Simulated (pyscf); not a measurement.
Optimised with ωB97X-D3(BJ)/def2-SVP in PySCF.

Problem. What is the homolytic dissociation enthalpy (298 K, ωB97M-D3(BJ)/def2-TZVP) of the N–Si bond of H₃Si–NH–B(Cl)–Cl, to SiH₃• + •HN–B(Cl)–Cl?

Solution. N–Si to SiH₃• + •HN–B(Cl)–Cl: 114.7 kcal/mol. The 7 functionals that were run give +105.2 (r²SCAN) to +116.3 kcal/mol (ωB97X-D3(BJ)). The radicals are drawn with the spin at the cut bond; how far it spreads was not checked. Other isomers of •HN–B(Cl)–Cl were not searched in full and may lie lower.
